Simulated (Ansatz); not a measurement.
Born–Oppenheimer molecular dynamics of C₃H₅ClFN (11 atoms, charge 0, multiplicity 1). It starts from a relaxed structure.

These are results of RKS PBE-D4/6-31G (Ansatz 0.2.0), not measurements.

| Quantity | Value |
| --- | --- |
| ensemble | NVT, Langevin thermostat |
| time step | 1 fs |
| steps asked | 250 |
| set temperature | 300 K |
| friction | 0.001 /fs |
| seed | 138572 |

First frame:

```xyz
11
Properties=species:S:1:pos:R:3
N 0.247 -1.556 -0.023
C 0.190 -0.541 0.887
Cl 0.423 -1.079 2.633
C -0.084 0.757 0.597
C -0.121 1.174 -0.828
F -1.093 0.344 -1.616
H -0.255 -1.411 -0.899
H 0.702 -2.437 0.180
H -0.338 1.463 1.386
H 0.838 1.010 -1.350
H -0.445 2.218 -0.947
```

**Question.** How far do the bonds stretch over the last three quarters of this one trajectory? (Pairs bonded in most of those frames.)

**Answer.** 
```
  bond  mean (Å)  spread (Å)  shortest  longest
 N1–C2     1.371       0.024      1.32     1.42
 N1–H7     1.023       0.028      0.97     1.08
 N1–H8     1.017       0.024      0.97     1.07
C2–Cl3     1.849       0.025      1.80     1.90
 C2–C4     1.360       0.029      1.31     1.41
 C4–C5     1.492       0.022      1.45     1.57
 C4–H9     1.091       0.010      1.07     1.12
 C5–F6     1.495       0.031      1.44     1.55
C5–H10     1.110       0.036      1.05     1.17
C5–H11     1.102       0.014      1.07     1.13
```

Mean temperature of the second half: 200 K. The mean temperature of the second half is 33 % below the set value. A run of 0.25 ps of so small a system gives no equilibrium averages. Limits of this set-up: no polarisation functions.

The run took 10 min on 1 thread of Arm Neoverse V2, on a shared host, peak memory 0.11 GiB.
